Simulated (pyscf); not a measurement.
Single points on ωB97X-D3(BJ)/def2-SVP structures (PySCF, gas phase).

Problem. Estimate the classical barrier height and the reaction energy of H₃Si–Si•(SiH₃)–SiH₃ (SMILES [SiH3][Si]([SiH3])[SiH3]) + H₂O (SMILES O) -> HO–Si(SiH₂•)(SiH₃)–SiH₃ (SMILES O[Si]([SiH2])([SiH3])[SiH3]) + H₂ (SMILES [H][H]) at ωB97M-D3(BJ)/def2-TZVP. The step runs on the doublet surface, breaks H–Si, H–O and forms O–Si, H–H; take the separated reactants as zero.

Solution. ΔE‡ = 164.0 kJ/mol, ΔE = -25.9 kJ/mol. Zero-point energy shifts the barrier by -7.0 kJ/mol. It is a concerted two-bond exchange, with an imaginary mode of 1862i cm⁻¹. On the reactant side the descent ends in a complex (not fully relaxed), 18.1 kJ/mol under the separated species and 191.1 kJ/mol under the saddle at ωB97X-D3(BJ)/def2-TZVP. At ωB97X-D3(BJ)/def2-TZVP the barrier from the zero used here is 173.0 kJ/mol. HO–Si(SiH₂•)(SiH₃)–SiH₃ lies 110.0 kJ/mol over its isomer H₃Si–O–Si•(SiH₃)–SiH₃ (electronic energy, ωB97M-D3(BJ)/def2-TZVP). This is the saddle that the search found; another between the same sides may lie lower.
